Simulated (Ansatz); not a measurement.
SiH2, singlet: cost against accuracy

Geometry (MP2(full)/6-31G*, from the G2/97 set):

```xyz
3

Si    0.0000    0.0000    0.0703
H     0.0000    1.0969   -0.9798
H     0.0000   -1.0969   -0.9798
```

Measured, as an electronic atomization energy: 633.7 kJ/mol (G2/97 heats of formation of molecule and atoms, with zero-point and thermal terms from B3LYP taken off; Curtiss et al., J. Chem. Phys. 106, 1063 (1997), Staroverov et al., J. Chem. Phys. 119, 12129 (2003)). The measured value holds scalar relativity and spin–orbit coupling, which all computed ones lack, and core correlation, which the wave-function levels lack. Atoms are taken at the same level; beside RHF, RMP2 and RCC rows they are unrestricted. The atoms' steps beyond CCSDT(Q) are taken from restricted open-shell runs, which share full CI's core. Ansatz 0.2.0; the 6-31G* set has Cartesian d functions; a miss is computed less measured; times are wall times on shared hosts and scatter by a factor of two or so. A small miss in a small set is a cancellation of the method's error against the basis error.

| level | basis | miss (kJ/mol) | time of the run | hardware |
| --- | --- | --- | --- | --- |
| CISDTQ | STO-3G | 165.8 | 0.06 s | 1 CPU thread |
| CISD | STO-3G | 160.7 | 0.06 s | 1 CPU thread |
| full CI | STO-3G | 165.8 | 0.09 s | 1 CPU thread |
| RCCSD(T) | 6-31G | -147.3 | 0.15 s | 1 CPU thread |
| BCCD(T) | STO-3G | 165.6 | 0.15 s | 1 CPU thread |
| RHF | 6-31G* | -183.6 | 0.15 s | 1 CPU thread |
| RCCSDT(Q) | STO-3G | 165.8 | 0.18 s | 1 CPU thread |
| RCCSD(T) | 6-31G* | -87.7 | 0.18 s | 1 CPU thread |
| SPW92 | 6-31G | 7.3 | 0.21 s | 1 CPU thread |
| BCCD(T) | 6-31G* | -87.6 | 0.21 s | 1 CPU thread |
| NEVPT2 (valence space) | 6-31G | -150.7 | 0.21 s | 1 CPU thread |
| NEVPT2 (valence space) | 6-31G* | -95.3 | 0.27 s | 1 CPU thread |
| RCCSD(T) | cc-pV(D+d)Z | -38.6 | 0.27 s | 1 CPU thread |
| B3LYP | 6-31G* | -1.6 | 0.36 s | 1 CPU thread |
| SPW92 | cc-pV(T+d)Z | 61.9 | 0.39 s | 1 CPU thread |
| CISDTQ | 6-31G | -146.8 | 0.45 s | 1 CPU thread |
| B3LYP | cc-pV(D+d)Z | 0.9 | 0.45 s | 1 CPU thread |
| CISD | cc-pV(D+d)Z | -54.0 | 0.48 s | 1 CPU thread |
| MRCISD+Q (valence space) | 6-31G | -147.6 | 0.52 s | 1 CPU thread |
| RPA-PBE | 6-31G* | -83.9 | 0.57 s | 1 CPU thread |
| BCCD(T) | cc-pV(T+d)Z | -5.4 | 0.69 s | 1 CPU thread |
| MRCISD+Q (valence space) | 6-31G* | -92.3 | 0.72 s | 1 CPU thread |
| r2SCAN | STO-3G | 268.6 | 0.73 s | 1 CPU thread |
| wB97M-V | STO-3G | 310.8 | 0.81 s | 1 CPU thread |
| MRCISD+Q (valence space) | cc-pV(D+d)Z | -43.9 | 0.82 s | 1 CPU thread |
| wB97M-V | 6-31G | -42.9 | 1.1 s | 1 CPU thread |
| RCCSDT(Q) | cc-pV(D+d)Z | -38.0 | 1.1 s | 1 CPU thread |
| PBE | cc-pV(T+d)Z | -14.0 | 1.1 s | 1 CPU thread |
| revPBE | cc-pV(T+d)Z | -23.0 | 1.1 s | 1 CPU thread |
| wB97M-V | cc-pV(D+d)Z | 16.3 | 1.4 s | 1 CPU thread |
| CAM-B3LYP | cc-pV(T+d)Z | 8.6 | 1.4 s | 1 CPU thread |
| BCCD(T) | cc-pV(Q+d)Z | 5.0 | 1.6 s | H100 + 5 CPU threads |
| NEVPT4(SD) (valence space) | cc-pV(T+d)Z | -17.8 | 1.7 s | H100 + 5 CPU threads |
| RPA-PBE | cc-pV(Q+d)Z | -11.7 | 1.9 s | H100 + 5 CPU threads |
| PBE0 | cc-pV(Q+d)Z | -16.5 | 2 s | H100 + 5 CPU threads |
| B97M-V | cc-pV(T+d)Z | 21.9 | 2.4 s | 1 CPU thread |
| wB97M-V | cc-pV(Q+d)Z | 15.5 | 2.4 s | H100 + 5 CPU threads |
| wB97M-V | cc-pV(T+d)Z | 17.3 | 2.6 s (with forces) | 1 CPU thread |
| CISDTQ | cc-pV(T+d)Z | -5.8 | 3.3 s | H100 + 5 CPU threads |
| full CI | cc-pV(D+d)Z | -37.9 | 6.5 s | 1 CPU thread |

HF's time is that of a plain UHF run.

The smallest set from which on each level stays within 1 kcal/mol of its own cc-pV(Q+d)Z value (sets in order of size: STO-3G, 6-31G, 6-31G*, cc-pV(D+d)Z, cc-pV(T+d)Z, cc-pV(Q+d)Z): RHF cc-pV(T+d)Z; PBE cc-pV(T+d)Z; B3LYP cc-pV(T+d)Z; wB97M-V 6-31G*; RMP2 none (cc-pV(T+d)Z is 2.8 kcal/mol off); RCCSD(T) none (cc-pV(T+d)Z is 2.5 kcal/mol off).
